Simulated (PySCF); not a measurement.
Gas-phase reaction: 3 B(CH₃)₃ + C₆H₆ → 3 BH + 5 C₃H₆ (propylene)

Method: PySCF energies plus ideal-gas RRHO corrections (1 bar). † marks an energy on the PBE0/def2-TZVP geometry and frequencies. All species are closed-shell singlets.

LDA/def2-TZVP† gives ΔH°(298 K) = 2041 kJ.

Q: What do HF/def2-TZVP†, BLYP/def2-TZVP†, ωB97M-V/def2-TZVP† give?

A: HF/def2-TZVP†: 1525 kJ; BLYP/def2-TZVP†: 1642 kJ; ωB97M-V/def2-TZVP†: 1747 kJ. For scale, ΔH°(298 K) is 2041 kJ at this level, 1747 kJ at ωB97M-V/def2-TZVP†, and runs from 1525 to 2041 kJ over the 17 levels computed.
